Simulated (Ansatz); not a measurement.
Molybdenum, bcc: convergence with cold smearing

Computed with Ansatz, r²SCAN, scalar-relativistic PAW, on the relaxed cell (a = 3.153 Å; spin not included). Errors count from a run at 500 eV on a Γ-centred 23×23×23 mesh with Fermi-Dirac smearing of 0.1 eV, extrapolated to zero width. Fixed here: cutoff 500 eV, mesh 14×14×14. The SCF starts from atomic densities corrected by a trained network.

| width (eV) | E(σ→0) error (meV/atom) | F error (meV/atom) | P (GPa) | SCF iterations |
| --- | --- | --- | --- | --- |
| 0.01 | 15.6 | 15.6 | 0.10 | 5 |
| 0.03 | 15.6 | 15.5 | 0.11 | 5 |
| 0.1 | 15.4 | 14.9 | 0.17 | 5 |
| 0.2 | 14.6 | 12.7 | 0.16 | 5 |
| 0.3 | 12.9 | 9.4 | 0.01 | 5 |
| 0.6 | 4.3 | 0.4 | -0.46 | 5 |
| 1.0 | -20.3 | 20.7 | -2.24 | 5 |
